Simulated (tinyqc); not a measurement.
Worked calculation: CCSD on RHF in the sto-3g basis, for HF, spin multiplicity 1. One step of it, computed by the program tinyqc.

Question. Integrals over molecular orbitals. (pq|rs) = sum C_ip C_jq C_kr C_ls (ij|kl), one index at a time.

coefficients C:
```
              MO1        MO2        MO3        MO4       MO5        MO6
1F 1s    0.994892  -0.255464   0.062561   0.000000  0.000000   0.064949
1F 2s    0.021180   0.978740  -0.323412   0.000000  0.000000  -0.379575
1F 2px   0.000000   0.000000   0.000000   0.972592  0.232520   0.000000
1F 2py   0.000000   0.000000   0.000000  -0.232520  0.972592   0.000000
1F 2pz   0.001798   0.043715   0.688115   0.000000  0.000000  -0.788612
2H 1s   -0.003951   0.120387   0.572362   0.000000  0.000000   0.946113
```

core Hamiltonian H = T + V (hartree):
```
             1F 1s       1F 2s     1F 2px     1F 2py     1F 2pz      2H 1s
1F 1s   -40.503463   -9.503535   0.000000   0.000000  -0.010351  -1.267102
1F 2s    -9.503535  -10.980838   0.000000   0.000000  -0.127854  -2.890407
1F 2px    0.000000    0.000000  -8.653972   0.000000   0.000000   0.000000
1F 2py    0.000000    0.000000   0.000000  -8.653972   0.000000   0.000000
1F 2pz   -0.010351   -0.127854   0.000000   0.000000  -8.726538  -2.009193
2H 1s    -1.267102   -2.890407   0.000000   0.000000  -2.009193  -4.685545
```

Two-electron integrals (ij|kl) in chemists' order, unique and non-zero (hartree):
```
(11|11) 5.403501   (21|11) 0.841920   (21|21) 0.156299   (22|11) 1.268028
(22|21) 0.292344   (22|22) 0.926167   (31|31) 0.027998   (32|31) 0.043169
(32|32) 0.204588   (33|11) 1.264502   (33|21) 0.292403   (33|22) 0.925959
(33|33) 0.997514   (41|41) 0.027998   (42|41) 0.043169   (42|42) 0.204588
(43|43) 0.053770   (44|11) 1.264502   (44|21) 0.292403   (44|22) 0.925959
(44|33) 0.889973   (44|44) 0.997514   (51|51) 0.027998   (52|51) 0.043169
(52|52) 0.204588   (53|53) 0.053770   (54|54) 0.053770   (55|11) 1.264502
(55|21) 0.292403   (55|22) 0.925959   (55|33) 0.889973   (55|44) 0.889973
(55|55) 0.997514   (61|11) 0.112751   (61|21) 0.020765   (61|22) 0.038625
(61|33) 0.038565   (61|44) 0.038565   (61|51) 0.000847   (61|52) 0.001594
(61|55) 0.038751   (61|61) 0.002787   (62|11) 0.297276   (62|21) 0.069508
(62|22) 0.247070   (62|33) 0.243388   (62|44) 0.243388   (62|51) 0.004741
(62|52) 0.037619   (62|55) 0.254191   (62|61) 0.009378   (62|62) 0.082425
(63|31) 0.007134   (63|32) 0.042810   (63|53) 0.007838   (63|63) 0.011987
(64|41) 0.007134   (64|42) 0.042810   (64|54) 0.007838   (64|64) 0.011987
(65|11) 0.207238   (65|21) 0.049061   (65|22) 0.186667   (65|33) 0.178788
(65|44) 0.178788   (65|51) 0.010053   (65|52) 0.069633   (65|55) 0.202210
(65|61) 0.006885   (65|62) 0.076444   (65|65) 0.082376   (66|11) 0.468491
(66|21) 0.111323   (66|22) 0.457165   (66|33) 0.442093   (66|44) 0.442093
(66|51) 0.009123   (66|52) 0.102949   (66|55) 0.486823   (66|61) 0.015100
(66|62) 0.199552   (66|65) 0.215358   (66|66) 0.774606
```

Give: one-electron integrals over orbitals h = C^T H C; Two-electron integrals over orbitals.

Answer.

one-electron integrals over orbitals h = C^T H C (hartree):
```
          1        2        3        4        5        6
1  -40.4858   0.7156  -0.1661   0.0000   0.0000  -0.1772
2    0.7156  -9.1295   0.5406   0.0000   0.0000   0.9512
3   -0.1661   0.5406  -7.1368   0.0000   0.0000   2.1009
4    0.0000   0.0000   0.0000  -8.6540   0.0000   0.0000
5    0.0000   0.0000   0.0000   0.0000  -8.6540   0.0000
6   -0.1772   0.9512   2.1009   0.0000   0.0000  -6.0627
```

Two-electron integrals over orbitals (pq|rs), unique and non-zero (hartree):
```
(11|11) 5.3637    (21|11) -0.5156   (21|21) 0.0782    (22|11) 1.2200
(22|21) -0.0217   (22|22) 0.8640    (31|11) 0.1255    (31|21) -0.0181
(31|22) 0.0090    (31|31) 0.0194    (32|11) -0.1344   (32|21) 0.0065
(32|22) -0.0393   (32|31) 0.0207    (32|32) 0.1463    (33|11) 0.9329
(33|21) -0.0093   (33|22) 0.7201    (33|31) -0.0033   (33|32) -0.0266
(33|33) 0.7113    (41|41) 0.0296    (42|41) 0.0397    (42|42) 0.1862
(43|41) -0.0088   (43|42) -0.0344   (43|43) 0.0400    (44|11) 1.2640
(44|21) -0.0148   (44|22) 0.8883    (44|31) 0.0037    (44|32) -0.0732
(44|33) 0.7097    (44|44) 0.9975    (51|51) 0.0296    (52|51) 0.0397
(52|52) 0.1862    (53|51) -0.0088   (53|52) -0.0344   (53|53) 0.0400
(54|54) 0.0538    (55|11) 1.2640    (55|21) -0.0148   (55|22) 0.8883
(55|31) 0.0037    (55|32) -0.0732   (55|33) 0.7097    (55|44) 0.8900
(55|55) 0.9975    (61|11) 0.1313    (61|21) -0.0211   (61|22) 0.0020
(61|31) -0.0109   (61|32) -0.0241   (61|33) 0.0082    (61|44) 0.0037
(61|55) 0.0037    (61|61) 0.0221    (62|11) -0.1915   (62|21) 0.0047
(62|22) -0.1046   (62|31) -0.0200   (62|32) -0.0652   (62|33) -0.0267
(62|44) -0.1027   (62|55) -0.1027   (62|61) 0.0178    (62|62) 0.0928
(63|11) -0.3956   (63|21) 0.0067    (63|22) -0.2082   (63|31) 0.0018
(63|32) 0.0894    (63|33) -0.1054   (63|44) -0.2258   (63|55) -0.2258
(63|61) -0.0056   (63|62) 0.0458    (63|63) 0.2094    (64|41) -0.0085
(64|42) -0.0344   (64|43) -0.0195   (64|64) 0.0301    (65|51) -0.0085
(65|52) -0.0344   (65|53) -0.0195   (65|65) 0.0301    (66|11) 0.8606
(66|21) -0.0091   (66|22) 0.6570    (66|31) 0.0125    (66|32) 0.0564
(66|33) 0.6607    (66|44) 0.6367    (66|55) 0.6367    (66|61) -0.0084
(66|62) -0.0600   (66|63) -0.0212   (66|66) 0.6939
```
